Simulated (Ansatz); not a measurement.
Run this with the Ansatz DFT code, driven from Python and show what comes out.

The script, `c2h6n2o_torsion.py`:
```python
"""Energy of C2H6N2O as one group turns about a bond."""

import ansatz
from ase import Atoms

atoms = Atoms(["N", "C", "N", "C", "O", "H", "H", "H", "H", "H", "H"], positions=[
    [-0.1517, 1.4295, 0.9191],
    [0.4011, 0.2229, 0.563],
    [-0.6472, -0.7055, 0.1152],
    [0.3921, -1.0887, -0.9312],
    [0.8729, 0.2134, -0.8077],
    [-0.9634, 1.3857, 1.5666],
    [-0.525, 1.9678, 0.0963],
    [1.1803, -0.1413, 1.271],
    [-1.3869, -0.1794, -0.2328],
    [1.0359, -1.8873, -0.6527],
    [-0.1427, -1.274, -1.8861],
])

# relax first, so that the scan starts from a minimum
first = (
    ansatz.Crystal.molecule_from_ase(atoms).calculation()
    .basis(gaussian="def2-SVP")
    .functional("cam_b3lyp")
    .relax(force_tolerance=0.02, max_steps=80)
)
atoms.positions = first.run(threads=1).report["positions_ang"]

start = atoms.get_dihedral(2, 1, 0, 5)
energies = {}
for turn in range(0, 360, 30):
    turned = atoms.copy()
    turned.set_dihedral(2, 1, 0, 5, start + turn, indices=[0, 5, 6])
    job = (
        ansatz.Crystal.molecule_from_ase(turned).calculation()
        .basis(gaussian="def2-SVP")
        .functional("cam_b3lyp")
    )
    energies[round((start + turn) % 360)] = job.run(threads=1).report["free_energy_ev"]
floor = min(energies.values())
print("dihedral N2-C1-N0-H5 (deg)   E - E(min) (kJ/mol)")
for angle, e in sorted(energies.items()):
    print(f"{angle:8d} {96.485332 * (e - floor):14.3f}  " + "#" * int(30 * (e - floor) / max(max(energies.values()) - floor, 1e-9)))
```

```console
$ python c2h6n2o_torsion.py
dihedral N2-C1-N0-H5 (deg)   E - E(min) (kJ/mol)
       1         34.771  ##############################
      31         33.025  ############################
      61         14.278  ############
      91          4.524  ###
     121         13.043  ###########
     151         27.759  #######################
     181         33.646  #############################
     211         28.216  ########################
     241         14.858  ############
     271          1.498  #
     301          0.000
     331         15.537  #############
```

The scan is rigid and the energies are electronic, in a modest basis. With rigid groups the curve can differ much from the relaxed path, the start wasn't checked as a minimum of this torsion, and equivalent turns needn't return to the same energy. The whole script took 76 s on 1 thread of Arm Neoverse V2, with other jobs on the host, peak memory 0.32 GiB.

(Lines on the test bed's own set-up are left out of the output.)
